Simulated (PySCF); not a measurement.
A GIAO shielding run with PySCF (density fitting, non-relativistic, gas phase) on oxalyl dichloride (C(C(=O)Cl)(=O)Cl, C₂Cl₂O₂):

```
$ OMP_NUM_THREADS=1 python probes_run.py task.json out

{"job": {"kind": "nmr", "xc": "PBE0", "basis": "pcSseg-2"}, "charge": 0, "multiplicity": 1}
O     -0.911906     1.330583    -0.633282
C     -0.693423     0.247154    -0.226552
Cl    -1.903978    -0.988204    -0.048659
C      0.700719    -0.245560     0.235378
O      0.887582    -1.256946     0.808829
Cl     1.953515     0.888669    -0.174788
```

Hardware: 1 thread of an AMD EPYC 9R45 96-Core, shared host. The job also computes population analyses, field gradients.

Q: How large is the calculation?

A: 62 electrons, 230 basis functions and 710 auxiliary functions.

Q: How long does it take, and how much memory does it need?

A: 10 s of wall time, with 14 SCF cycles and 5 response iterations; peak memory 0.87 GiB. Times on a shared host scatter by some tens of per cent.

Q: And these other runs on the same molecule and hardware: GIAO shielding at B97-2/pcSseg-2; GIAO shielding at KT3/pcSseg-2; GIAO shielding at wB97X-D/pcSseg-2?

A: B97-2/pcSseg-2: 230 functions, 9.2 s; KT3/pcSseg-2: 230 functions, 15 s; wB97X-D/pcSseg-2: 230 functions, 13 s.
